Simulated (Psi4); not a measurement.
**HCl (hydrogen chloride) at 5 levels**

We compute a comparison of 5 runs (PBE0/def2-SVP, MP2/3-21G, SCS-MP2/def2-TZVPP, REMP2/6-31+G**, LCCD/jun-cc-pV(D+d)Z) of HCl (hydrogen chloride). 

The calculation is run with Psi4 1.11.

10 further runs of the same task are left out: 4 that didn't finish, 6 set aside as unsound or not needed.

### Step 1. The structure to begin with

HCl: 2 atoms, total charge 0, spin state singlet. SMILES: `Cl`. Geometry: relaxed at PBE0-D4/def2-TZVP.

Bond lengths: Cl1–H2 1.279 Å.

### Step 2. A single-point energy at PBE0/def2-SVP (run 1)

The input, clh.xyz:

```xyz
2
ClH
Cl     0.546000    -0.178500     0.280800
H     -0.546000     0.178500    -0.280800
```

The input, clh_ase.py:

```python
import numpy as np
from ase.calculators.psi4 import Psi4
from ase.io import read

a = read('clh.xyz')
calc = Psi4(atoms=a, method='pbe0', basis='def2-SVP', memory='1600MB', num_threads=1, charge=0, multiplicity=1, label='clh', reference='rks')
calc.psi4.set_options({'puream': True, 'e_convergence': 1e-09, 'd_convergence': 1e-08, 'scf_type': 'pk', 'dft_radial_points': 99, 'dft_spherical_points': 590})
a.calc = calc

print(f'energy: {a.get_potential_energy():.6f} eV')
```

Started as:

```sh
$ python clh_ase.py
```

clh.dat:

```text
[...]
  Running in c1 symmetry.
[...]
  Nuclear repulsion =    7.034776949773978
[...]
  Multiplicity = 1
[...]
  Nalpha       = 9
  Nbeta        = 9
[...]
    Number of basis functions: 23
[...]
   @RKS iter   1:  -460.48587796341064   -7.66897e-02   7.77050e-03 ADIIS/DIIS
[...]
   @RKS iter   8:  -460.50207627777860    1.13687e-13   1.05033e-09 DIIS
[...]
    Orbital Energies [Eh]
    ---------------------
    Doubly Occupied:
       1A   -101.675142     2A     -9.526899     3A     -7.268365
       4A     -7.258293     5A     -7.258293     6A     -0.854431
       7A     -0.475429     8A     -0.331759     9A     -0.331759
[...]
  @RKS Final Energy:  -460.50207627777860
   => Energetics <=
    Nuclear Repulsion Energy =              7.0347769497739776
    One-Electron Energy =                -649.9252370408328261
    Two-Electron Energy =                 203.8780099611583125
    DFT Exchange-Correlation Energy =     -21.4896261478780914
    Empirical Dispersion Energy =           0.0000000000000000
    VV10 Nonlocal Energy =                  0.0000000000000000
    Total Energy =                       -460.5020762777785421
[...]
 Multipole Moments:
 ------------------------------------------------------------------------------------
     Multipole            Electronic (a.u.)      Nuclear  (a.u.)        Total (a.u.)
 ------------------------------------------------------------------------------------
 L = 1.  Multiply by 2.5417464519 to convert [e a0] to [Debye]
 Dipole X            :          0.5622557           -1.0230426           -0.4607868
 Dipole Y            :         -0.1838144            0.3344562            0.1506418
 Dipole Z            :          0.2891601           -0.5261362           -0.2369761
 Magnitude           :                                                    0.5396065
[...]
```

Standard output:

```text
energy: -12530.899763 eV
```

Run time: 4.2 s. Hardware: 1 thread of Intel Xeon Platinum 8259CL at 2.50GHz (Skylake/Cascade Lake), shared host; peak memory 0.28 GiB.

### Step 3. A single-point energy at MP2/3-21G (run 2)

The input, job.inp:

```
memory 1600 mb

molecule {
  Cl
  H 1 r2

  r2 = 1.278791
  symmetry c1
}

set basis 3-21G
set reference rhf
set puream true
set e_convergence 1e-09
set d_convergence 1e-08
set scf_type pk
set num_frozen_docc 5
set mp2_type conv

energy_value, wavefunction = energy("mp2", return_wfn=True)
```

Started as:

```sh
$ psi4 job.inp job.out -n 1
```

job.out:

```text
[...]
  Running in c1 symmetry.
[...]
  Nuclear repulsion =    7.034779398189383
[...]
  Multiplicity = 1
[...]
  Nalpha       = 9
  Nbeta        = 9
[...]
    Number of basis functions: 15
[...]
   @RHF iter   1:  -457.84638374450043   -1.17043e-01   1.11528e-02 ADIIS/DIIS
[...]
   @RHF iter   8:  -457.86931158778430   -2.84217e-13   4.18269e-09 DIIS
[...]
    Orbital Energies [Eh]
    ---------------------
    Doubly Occupied:
       1A   -104.115076     2A    -10.512122     3A     -7.976261
       4A     -7.971321     5A     -7.971321     6A     -1.127838
       7A     -0.615920     8A     -0.479353     9A     -0.479353
[...]
  @RHF Final Energy:  -457.86931158778430
   => Energetics <=
    Nuclear Repulsion Energy =              7.0347793981893831
    One-Electron Energy =                -647.3110523608439735
    Two-Electron Energy =                 182.4069613748703205
    Total Energy =                       -457.8693115877842956
[...]
 Multipole Moments:
 ------------------------------------------------------------------------------------
     Multipole            Electronic (a.u.)      Nuclear  (a.u.)        Total (a.u.)
 ------------------------------------------------------------------------------------
 L = 1.  Multiply by 2.5417464519 to convert [e a0] to [Debye]
 Dipole X            :         -0.0000000            0.0000000           -0.0000000
 Dipole Y            :         -0.0000000            0.0000000           -0.0000000
 Dipole Z            :         -0.4699273            1.1980381            0.7281108
 Magnitude           :                                                    0.7281108
[...]
	SCS-MP2 Total Energy (a.u.)        :  -457.92351488080334
	SOS-MP2 Total Energy (a.u.)        :  -457.92032058790249
	SCSN-MP2 Total Energy (a.u.)       :  -457.88617745430065
[...]
	SOS-PI-MP2 Total Energy (a.u.)     :  -457.92882208792224
[...]
	MP2 Total Energy (a.u.)            :  -457.92140196658528
[...]
```

Run time: 2.6 s. Hardware: 1 thread of Intel Xeon Platinum 8259CL at 2.50GHz (Skylake/Cascade Lake), shared host; peak memory 0.18 GiB.

Runs 3 to 4 aren't shown in full; the table further down has their settings and results.

### Step 4. The energy at LCCD/jun-cc-pV(D+d)Z (Cholesky decomposition) (run 5)

The input, input.json:

```json
{
  "schema_name": "qcschema_input",
  "schema_version": 1,
  "molecule": {
    "schema_name": "qcschema_molecule",
    "schema_version": 2,
    "symbols": ["Cl", "H"],
    "geometry": [1.03179046, -0.33731611, 0.5306351, -1.03179046, 0.33731611, -0.5306351],
    "molecular_charge": 0,
    "molecular_multiplicity": 1
  },
  "driver": "energy",
  "model": {
    "method": "lccd",
    "basis": "jun-cc-pV(D+d)Z"
  },
  "keywords": {
    "scf_type": "cd",
    "freeze_core": true,
    "cc_type": "conv"
  }
}
```

Started as:

```sh
$ psi4 --qcschema input.json -n 1 --memory 1600MB
```

stdout:

```text
[...]
  Running in c2v symmetry.
[...]
  Nuclear repulsion =    7.034776967508858
[...]
  Multiplicity = 1
[...]
  Nalpha       = 9
  Nbeta        = 9
[...]
    Number of basis functions: 32
[...]
   @RHF iter   1:  -460.07280661290952   -1.48390e-01   8.73812e-03 ADIIS/DIIS
[...]
   @RHF iter   9:  -460.09373174407614   -7.61702e-12   9.89776e-09 DIIS
[...]
    Orbital Energies [Eh]
    ---------------------
    Doubly Occupied:
       1A1  -104.850083     2A1   -10.575963     3A1    -8.043900
       1B1    -8.040270     1B2    -8.040270     4A1    -1.118523
       5A1    -0.627104     2B2    -0.476983     2B1    -0.476983
[...]
  @RHF Final Energy:  -460.09373174407614
   => Energetics <=
    Nuclear Repulsion Energy =              7.0347769675088578
    One-Electron Energy =                -649.7568567037717457
    Two-Electron Energy =                 182.6283479921868320
    Total Energy =                       -460.0937317440760808
[...]
 Multipole Moments:
 ------------------------------------------------------------------------------------
     Multipole            Electronic (a.u.)      Nuclear  (a.u.)        Total (a.u.)
 ------------------------------------------------------------------------------------
 L = 1.  Multiply by 2.5417464519 to convert [e a0] to [Debye]
 Dipole X            :          0.0000000            0.0000000            0.0000000
 Dipole Y            :          0.0000000           -0.0000000           -0.0000000
 Dipole Z            :          0.6437693           -1.1980385           -0.5542692
 Magnitude           :                                                    0.5542692
[...]
      * SCS-MP2 total energy:                 -460.241625471599
[...]
      * MP2 total energy:                     -460.243990072253
[...]
```

The result, in JSON:

```text
{
 "driver": "energy",
 "model": {
  "method": "lccd",
  "basis": "jun-cc-pV(D+d)Z"
 },
 "success": true,
 "return_result": -460.26582233540245,
 "properties": {
  "calcinfo_nbasis": 32,
  "calcinfo_nmo": 32,
  "calcinfo_nalpha": 9,
  "calcinfo_nbeta": 9,
  "calcinfo_natom": 2,
  "nuclear_repulsion_energy": 7.034776967508858,
  "return_energy": -460.26582233540245,
  "scf_one_electron_energy": -649.7568567037717,
  "scf_two_electron_energy": 182.62834799218683,
  "scf_dipole_moment": [0.0, -2.33858700355291e-50, -0.5542692498693236],
  "scf_total_energy": -460.09373174407614,
  "scf_iterations": 9,
  "mp2_same_spin_correlation_energy": -0.037403384179273365,
  "mp2_opposite_spin_correlation_energy": -0.11285494399740748,
  "mp2_singles_energy": 0.0,
  "mp2_doubles_energy": -0.15025832817668083,
  "mp2_correlation_energy": -0.15025832817668083,
  "mp2_total_energy": -460.2439900722528
 }
}
```

Run time: 4.5 s. Hardware: 1 thread of Intel Xeon Platinum 8259CL at 2.50GHz (Skylake/Cascade Lake), shared host; peak memory 0.33 GiB.

### Step 5. All runs side by side

```csv
run,level,frozen core orbitals,integration grid,energy (Eh),HOMO energy (eV),LUMO energy (eV),HOMO–LUMO gap (eV),wall time
1,PBE0/def2-SVP,0,99 radial × 590 angular,-460.502076,-9.03,0.95,9.98,4.2 s
2,MP2/3-21G,5,–,-457.921402,-13.04,4.67,17.72,2.6 s
3,SCS-MP2/def2-TZVPP,5,–,-460.302182,-12.93,3.44,16.36,2.9 s
4,"REMP2/6-31+G** (Cholesky decomposition, Cartesian functions)",0,–,-460.233084,-12.98,2.37,15.35,3 s
5,LCCD/jun-cc-pV(D+d)Z (Cholesky decomposition),5,–,-460.265822,-12.98,3.05,16.03,4.5 s
```

### Step 6. Results

| quantity | value |
| --- | --- |
| run 5: total energy | -460.26582 Eh |
| run 5: HOMO energy (Hartree–Fock orbitals) | -12.98 eV |
| run 5: LUMO energy (Hartree–Fock orbitals) | 3.05 eV |
| run 5: HOMO–LUMO gap (Hartree–Fock orbitals) | 16.03 eV |
| run 5: correlation energy (5 core orbitals frozen) | -172.1 mEh |

All runs together took 17 s, the longest 4.5 s.
